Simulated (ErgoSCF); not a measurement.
**N2 (nitrogen): B3PW91(Ergo)/6-31G(d) (spherical functions)**

Aim: the energy change on altering one bond length of N2 (nitrogen) at B3PW91(Ergo)/6-31G* (spherical functions), from 2 runs. 

The results are computed with ErgoSCF 3.8.

11 further runs of the same task are left out: 7 that didn't finish, 4 set aside as unsound or not needed.

## (1) The system as given

N2 has 2 atoms, charge 0, and is taken as a singlet. As SMILES, `N#N`. The shape is that of a PBE0-D4/def2-TZVP optimisation.

Bond lengths: N1–N2 1.090 Å.

## (2) A single-point energy at B3PW91(Ergo)/6-31G(d) (spherical functions)

File ergo.in:

```
set_nthreads("env")
molecule_inline Angstrom
N      0.465500    -0.150300     0.239800
N     -0.465500     0.150300    -0.239800
EOF
basis = "6-31G*"
scf.max_number_of_iterations = 150
scf.convergence_threshold = 1e-06
XC.type = "Turbo"
scf.output_mulliken_pop = 1
scf.use_diagonalization = 1
tmpdir = "."
run "B3PW91"
```

The basis set 6-31G* is read from a file made from the Basis Set Exchange's data (not shown).

Run with:

```
$ ergo ergo.in
```

Log, shortened:

```text
[...]
INDF Weighted mixed functional:
[...]
INSC Energy   1 =        -50.47453186047
[...]
INDE E_LUMO =         -0.01667178025
[...]
INSC Energy   8 =       -109.47452387559  ( diff     -0.000000000069662 )
[...]
RESC CONVERGED after   8 iterations.
RESC FINAL ENERGY:       -109.47452387559
[...]
INSC SCF: dipole_moment_x [atomic units] =       0.00000000
INSC SCF: dipole_moment_y [atomic units] =      -0.00000000
INSC SCF: dipole_moment_z [atomic units] =       0.00000000
[...]
```

Run time: 2.4 s. Hardware: 1 thread of Intel Xeon at 2.50GHz (Skylake/Cascade Lake), shared host.

## (3) The distorted shape, same level

File input.ego:

```
# N2
set_nthreads("env")
molecule_inline Angstrom
N        0.436198      -0.092560       0.228785
N       -0.497684       0.106212      -0.228625
EOF
basis = "6-31G*"
scf.output_mulliken_pop = 1
scf.use_diagonalization = 1
tmpdir = "."
scf.max_number_of_iterations = 150
XC.type = "Turbo"
scf.convergence_threshold = 1e-06
run "B3PW91"
```

The basis set 6-31G* is read from a file made from the Basis Set Exchange's data (not shown).

Run with:

```
$ ergo input.ego
```

Log, shortened:

```text
[...]
INDF Weighted mixed functional:
[...]
INSC Energy   1 =        -50.57303067913
[...]
INDE E_LUMO =         -0.00111422836
[...]
INSC Energy   8 =       -109.46847301842  ( diff     -0.000000000065199 )
[...]
RESC CONVERGED after   8 iterations.
RESC FINAL ENERGY:       -109.46847301842
[...]
INSC SCF: dipole_moment_x [atomic units] =       0.00000000
INSC SCF: dipole_moment_y [atomic units] =      -0.00000000
INSC SCF: dipole_moment_z [atomic units] =       0.00000000
[...]
```

It took 2.5 s on 1 thread of Intel Xeon at 2.50GHz (Skylake/Cascade Lake), shared host.

## (4) Summary of results

Level: B3PW91(Ergo)/6-31G* (spherical functions).

| quantity | value |
| --- | --- |
| first shape: total energy | -109.47452 Eh |
| first shape: dipole moment | 0.00 D |
| distorted shape: total energy | -109.46847 Eh |
| distorted shape: dipole moment | 0.00 D |
| energy change with the N1–N2 bond shortened from 1.090 to 1.059 Å | 0.165 eV |

With the N1–N2 bond shortened from 1.090 to 1.059 Å the energy rises by 0.16 eV (15.9 kJ/mol). The first shape isn't relaxed at this level, so the change isn't measured from a minimum.
